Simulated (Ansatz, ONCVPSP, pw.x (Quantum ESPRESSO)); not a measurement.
## What a changed setting does to a pw.x run (bcc Ti)

Potential: optimised norm-conserving Vanderbilt (ONCV), ONCVPSP 4.0.1.1 (patched build), LDA (Perdew-Wang 92); core [Ne], reference 3s2 3p6 3d2 4s2; waves: 3s+4s: rc 2.00 bohr, ncon 5, nbas 9, qcut 7 1/bohr, 2 projectors; 3p: rc 1.40 bohr, ncon 4, nbas 7, qcut 9.6 1/bohr, 2 projectors, debl 2.6 Ha; 3d: rc 1.85 bohr, ncon 4, nbas 8, qcut 10 1/bohr, 1 projector; f scattering state at 0.12 Ha: rc 1.65 bohr, ncon 4, nbas 8, qcut 6.4 1/bohr, 2 projectors, debl 0.6 Ha; local part: polynomial inside 0.90 bohr (lpopt 5, dvloc0 2 Ha); core correction: Teter function, fcfact 2, rcfact 1.05.

The reference run (k-mesh 15³, cutoffs 85/340 Ry, Fermi–Dirac 0.01 Ry, mixing_beta 0.4, conv_thr 1e-9, no spin) gives 0.71 GPa at 15.920 Å³/atom, where all-electron LAPW gives 0.34 GPa. This run, with its own iteration cap, changes mixing_mode to TF.

```
&control
  calculation='scf', prefix='x', pseudo_dir='./', outdir='./tmp', tstress=.true., disk_io='none'
/
&system
  ibrav=0, nat=1, ntyp=1, ecutwfc=85, ecutrho=340, nbnd=14,
  occupations='smearing', smearing='fd', degauss=0.01
/
&electrons
  conv_thr=1e-09, mixing_beta=0.4, electron_maxstep=50, mixing_mode='TF'
/
ATOMIC_SPECIES
Ti 1.0 Ti.UPF
CELL_PARAMETERS angstrom
  -1.58475096 1.58475096 1.58475096
  1.58475096 -1.58475096 1.58475096
  1.58475096 1.58475096 -1.58475096
ATOMIC_POSITIONS crystal
Ti 0.0000 0.0000 0.0000
K_POINTS automatic
15 15 15 0 0 0
```

```bash
pw.x < Ti.scf.in > Ti.scf.out
```

**Question.** How does the run end?

**Answer.** It converges in 9 iterations; the free energy moves by +0.0 meV/atom and the pressure by -0.03 GPa. The result is that of the reference run.

```
Message from routine setup:
     using ibrav=0 with symmetry is DISCOURAGED, use correct ibrav instead
     lattice parameter (alat)  =       5.1871  a.u.
     unit-cell volume          =     107.4335 (a.u.)^3
     number of electrons       =        12.00
     number of Kohn-Sham states=           14
     kinetic-energy cutoff     =      85.0000  Ry
     charge density cutoff     =     340.0000  Ry
     scf convergence threshold =      1.0E-09
     Exchange-correlation= SLA  PW   NOGX NOGC
     number of k points=   120  Fermi-Dirac smearing, width (Ry)=  0.0100
     iteration #  1     ecut=    85.00 Ry     beta= 0.40
     total energy              =    -117.63487996 Ry
     estimated scf accuracy    <       0.02596448 Ry
     iteration #  2     ecut=    85.00 Ry     beta= 0.40
     total energy              =    -117.63302244 Ry
     estimated scf accuracy    <       0.00649486 Ry
     iteration #  3     ecut=    85.00 Ry     beta= 0.40
     total energy              =    -117.63416901 Ry
     estimated scf accuracy    <       0.00021981 Ry
     iteration #  4     ecut=    85.00 Ry     beta= 0.40
     total energy              =    -117.63417263 Ry
     estimated scf accuracy    <       0.00002841 Ry
     iteration #  5     ecut=    85.00 Ry     beta= 0.40
     total energy              =    -117.63417761 Ry
     estimated scf accuracy    <       0.00000060 Ry
     iteration #  6     ecut=    85.00 Ry     beta= 0.40
     total energy              =    -117.63417769 Ry
     estimated scf accuracy    <       0.00000002 Ry
     iteration #  7     ecut=    85.00 Ry     beta= 0.40
     total energy              =    -117.63417766 Ry
     estimated scf accuracy    <       0.00000011 Ry
     iteration #  8     ecut=    85.00 Ry     beta= 0.40
     total energy              =    -117.63417768 Ry
     estimated scf accuracy    <          1.2E-09 Ry
     iteration #  9     ecut=    85.00 Ry     beta= 0.40
     the Fermi energy is    14.1929 ev
!    total energy              =    -117.63417768 Ry
     estimated scf accuracy    <          7.4E-10 Ry
     smearing contrib. (-TS)   =      -0.00917003 Ry
     The total energy is F=E-TS. E is the sum of the following terms:
     one-electron contribution =     -38.29255516 Ry
     hartree contribution      =      23.56916572 Ry
     xc contribution           =     -15.40676207 Ry
     ewald contribution        =     -87.49485615 Ry
     convergence has been achieved in   9 iterations
          total   stress  (Ry/bohr**3)                   (kbar)     P=        6.77
     Message from routine punch:
     Nothing written, as per user request (disk_io='none')
```

The run took about 42 s on one core of a shared host (Neoverse-N1, 64 threads, 124 GiB, load 53).
